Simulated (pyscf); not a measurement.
One multi-bond step on the singlet surface with elements of a group swapped. ωB97M-D3(BJ)/def2-TZVP, kcal/mol, from the separated reactants. PySCF, gas phase, ωB97X-D3(BJ)/def2-SVP geometries.

| step | barrier | reaction energy | imaginary mode (i cm⁻¹) |
|---|---|---|---|
| `[PH2][In]` [singlet] + `[H][H]` + `[SiH4]` → `[PH2][InH2]` + `[SiH4]` | 48.4 | +0.1 | 1328 |
| `[AsH2][In]` [singlet] + `[H][H]` + `[SiH4]` → `[AsH2][InH2]` + `[SiH4]` | ? | ? | 1331 |

### Question
Complete the blanks.

### Answer

- `[AsH2][In]` [singlet] + `[H][H]` + `[SiH4]` → `[AsH2][InH2]` + `[SiH4]`, barrier: 48.3
- `[AsH2][In]` [singlet] + `[H][H]` + `[SiH4]` → `[AsH2][InH2]` + `[SiH4]`, reaction energy: +0.4

Row 1: On the reactant side the descent ends in a complex (not fully relaxed), 7.2 kcal/mol under the separated species and 52.9 kcal/mol under the saddle at ωB97X-D3(BJ)/def2-TZVP. On the product side the descent ends in a complex (not fully relaxed), 5.3 kcal/mol under the separated species and 52.4 kcal/mol under the saddle at ωB97X-D3(BJ)/def2-TZVP. Row 2: On the reactant side the descent ends in a complex (not fully relaxed), 7.4 kcal/mol under the separated species and 53.6 kcal/mol under the saddle at ωB97X-D3(BJ)/def2-TZVP. On the product side the descent ends in a complex (not fully relaxed), 5.5 kcal/mol under the separated species and 52.2 kcal/mol under the saddle at ωB97X-D3(BJ)/def2-TZVP. Each row is the saddle that its search found. Elements up to Kr have no core potential and no relativistic terms here. Elements past Kr carry the def2 core potentials, without spin-orbit coupling.
